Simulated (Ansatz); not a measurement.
Reaction (formal loss of a carbene): `CC(=N)C=O` → `[CH2]` (triplet) + `N=CC=O`

Calculated with Ansatz (gas phase, PBE0-D4/def2-TZVP geometries, no zero-point term in ΔE). CBS: MP2 limit from def2 TZ/QZ plus the TZ coupled-cluster correction, frozen cores. This one scheme is used for every species. DFT in def2-TZVPP. B3LYP here is the variant with VWN-RPA as its local correlation; programs differ in this. HSE06 is defined as in plane-wave codes. Triplets are unrestricted, without spin–orbit coupling. Each species was taken in one conformer, which may not be the lowest.

`CC(=N)C=O`:

```xyz
10

C     1.273    0.027   -0.321
C    -0.130   -0.364   -0.007
N    -0.526   -1.565   -0.039
C    -1.087    0.751    0.360
O    -2.237    0.550    0.629
H     1.728    0.548    0.527
H     1.864   -0.855   -0.561
H     1.300    0.720   -1.168
H    -1.520   -1.590    0.211
H    -0.666    1.778    0.368
```

`[CH2]` (triplet):

Cartesian coordinates in Å:
```
C 0.164 -0.119 0.188
H 0.408 0.919 0.023
H -0.572 -0.800 -0.211
```

`N=CC=O`:

Z-matrix (Å, degrees):
```
C
C 1 1.506
N 1 1.261 2 122.8
H 1 1.092 2 117.3 3 -180.0
O 2 1.200 1 122.0 3 -0.0
H 2 1.108 1 116.5 3 180.0
H 3 1.027 1 108.8 2 0.0
```

Q: Is it downhill or uphill in electronic energy at CCSD(T)/CBS, and by how much? (Best estimate.)

A: Ansatz gave: Uphill: ΔE = +110.3 kcal/mol.

Q: What do these levels give: BLYP-D4, B3LYP-D4, r2SCAN0-D4, HSE06-D4, BHLYP-D4, PBE-QIDH, r2SCAN0, CCSD(T)/def2-SVP, SCS-MP2/def2-TZVPP, CCSD/def2-TZVPP, HF/def2-QZVPP, MP2/def2-QZVPP? (An estimate is asked.)

A: Ansatz gave: BLYP-D4 108.5, B3LYP-D4 108.7, r2SCAN0-D4 104.8, HSE06-D4 110.4, BHLYP-D4 106.0, PBE-QIDH 110.0, r2SCAN0 104.4, CCSD(T)/def2-SVP 106.4, SCS-MP2/def2-TZVPP 110.8, CCSD/def2-TZVPP 104.8, HF/def2-QZVPP 75.0, MP2/def2-QZVPP 112.7 kcal/mol.

Q: What do rigid-rotor, harmonic-oscillator terms from PBE0-D4/def2-TZVP frequencies (298.15 K, 1 bar) make of the CCSD(T)/CBS value? (An estimate is asked.)

A: The calculation gave: ΔZPE = -6.6 kcal/mol, ΔH = +105.1 kcal/mol, ΔS = 162 J/(mol·K), ΔG = +93.6 kcal/mol. Open shells count their whole term as degenerate.

Largest T1 diagnostic among the species: 0.015.

From PBE to PBE0 (25 % exact exchange), in def2-TZVPP and without D4, ΔE moves by −1.8 kcal/mol. At CCSD(T), def2-SVP lies −3.9 kcal/mol from the extrapolated value and def2-TZVPP −2.8 kcal/mol. The D4 term adds +2.4 kcal/mol with B3LYP and +1.3 kcal/mol with PBE0; it sums over pairs of atoms, weighted by their polarisabilities, and B3LYP, whose exchange is more repulsive, gets the larger term.
